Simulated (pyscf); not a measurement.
Structures and frequencies: ωB97X-D3(BJ)/def2-SVP in PySCF.

**Question.** Estimate the classical barrier height and the reaction energy of HO–SiH₃ (SMILES O[SiH3]) + H₂B–Cl (SMILES BCl) → H₂B–O–SiH₃ (SMILES BO[SiH3]) + HCl (SMILES Cl) at PBE0-D3(BJ)/def2-TZVP. The step runs on the singlet surface, breaks H–O, B–Cl and forms B–O, Cl–H; take the separated reactants as zero.

**Answer.** ΔE‡ = 3.1 kcal/mol, ΔE = -9.8 kcal/mol. CCSD(T)/def2-TZVPP + ΔMP2(QZVPP) gives 7.3 kcal/mol and -10.6 kcal/mol. Zero-point energy shifts the barrier by -0.7 kcal/mol. It is a four-centre exchange, with an imaginary mode of 1108i cm⁻¹. On the reactant side the descent ends in an adduct with a B–O contact, 14.0 kcal/mol under the separated species and 19.8 kcal/mol under the saddle at ωB97X-D3(BJ)/def2-TZVP. On the product side the descent ends in a complex (not fully relaxed), 4.3 kcal/mol under the separated species and 20.7 kcal/mol under the saddle at ωB97X-D3(BJ)/def2-TZVP. What is counted as formed (B–O) is already present as a longer contact in the reactant adduct; forming that adduct is a step of its own. One saddle was located; it need not be the lowest between these sides. The CCSD(T) − MP2 part came from Ansatz, without density fitting, on the same reference.
